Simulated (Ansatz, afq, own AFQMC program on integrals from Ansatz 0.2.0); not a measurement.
## CH₂B, quartet → CH2B⁺, triplet

```yaml
atoms:
  - { symbol: B, position_ang: [0.0000, -0.1048, 0.8024] }
  - { symbol: C, position_ang: [0.0000, -0.0446, -0.7232] }
  - { symbol: H, position_ang: [0.0000, 0.8949, 1.4725] }
  - { symbol: H, position_ang: [0.0000, 0.7607, -1.4612] }
```

Connectivity, by distances: BH–CH.

E(triplet, charge +1) − E(quartet, charge +0) at this geometry, on UHF and UHF determinants.

Basis cc-pVDZ. Only valence electrons are correlated. Integrals, coupled cluster, full CI and functionals: Ansatz 0.2.0; the random walks run on the same integrals in our own AFQMC program. ph-AFQMC/CISD is guided by a CISD state made of CCSD amplitudes; releasing the constraint for a short imaginary time cuts its bias at the price of noise, slowly where states lie close. Error bars are statistical, one sigma. The errors of all members are added in quadrature.

No full CI on the walks' own integrals is used here; CCSDT(Q) serves as the reference and is uncertain by about the last step of the cluster series. Each member takes its own surest rung, up to full CI.

The best estimate is CCSD(T) at the basis-set limit (CBS: def2-TZVPP and def2-QZVPP, with their diffuse functions for anions and beside diffuse sets, CCSD(T) itself extrapolated) plus the step from CCSD(T) to CCSDT(Q) in cc-pVDZ. Rows without CBS are in cc-pVDZ, the functionals in def2-TZVP; B2PLYP and the wave-function rows carry a basis error of their own. Core correlation and relativity beyond core potentials are missing, and ± holds the sampling alone.

Cautions: CH₂B (quartet): another spin lies lower; CH₂B⁺ (triplet): lower spins were not checked, its ph-AFQMC/CISD value lies 28 ± 10 meV above CCSDT(Q); this needn't be the first ionization.

Best estimate: 805.6 kJ/mol.

| level | vertical ionization energy (kJ/mol) | error against the best estimate (kJ/mol) |
| --- | --- | --- |
| HF | 786.7 | -19.0 |
| MP2 | 797.0 | -8.6 |
| CCSD | 794.5 | -11.1 |
| CCSD(T) | 791.9 | -13.7 |
| CCSDT | 790.8 | -14.8 |
| CCSDT(Q) | 790.5 | -15.1 |
| ph-AFQMC/CISD | 791.9 ± 1.2 | -13.8 ± 1.2 |
| released AFQMC | 791.0 ± 1.9 | -14.6 ± 1.9 |
| HF/CBS | 788.4 | -17.2 |
| MP2/CBS | 810.9 | 5.2 |
| CCSD(T)/CBS | 807.0 | 1.4 |
| PBE | 794.6 | -11.0 |
| r2SCAN | 813.7 | 8.1 |
| PBE0 | 810.1 | 4.5 |
| B3LYP | 804.7 | -0.9 |
| wB97M-V | 784.1 | -21.5 |
| B2PLYP | 798.0 | -7.6 |

Correlation beyond CCSD(T) takes off 1.4 kJ/mol. Going to the basis-set limit adds 15.1 kJ/mol at CCSD(T). The perturbative (T) step is worth −2.6 kJ/mol. The functionals spread over 29.6 kJ/mol; B3LYP and PBE0 come nearest and wB97M-V is 21.5 kJ/mol too low.

Best estimates are given only where the step beyond CCSD(T) is under 0.3 eV and no member's determinant is very poor (T1 over 0.05, or 0.07 for open shells, ⟨S²⟩ too high by 0.3, two states mixed), so the hardest cases are missing from such tables.

The functionals ran in a triple-zeta set and keep a basis error of their own, a few kJ/mol for each bond in atomization energies and more for double hybrids, so close places among them and the extrapolated levels can swap.

CCSDT and higher add their correlation energy to the determinant of the CCSD(T) run, since their own runs factorise the integrals more tightly (a shift of under 2 meV). Each member of a difference takes its own highest rung, so a best estimate needn't equal the limit plus the step of one row. A walk keeps the symmetry of its determinant, which the program's search chose and which needn't be the lowest solution, so a lower state of the same spin and another symmetry isn't excluded. Released energies are given only where the last usable release times agree within the noise; a slower fall can still hide under it.
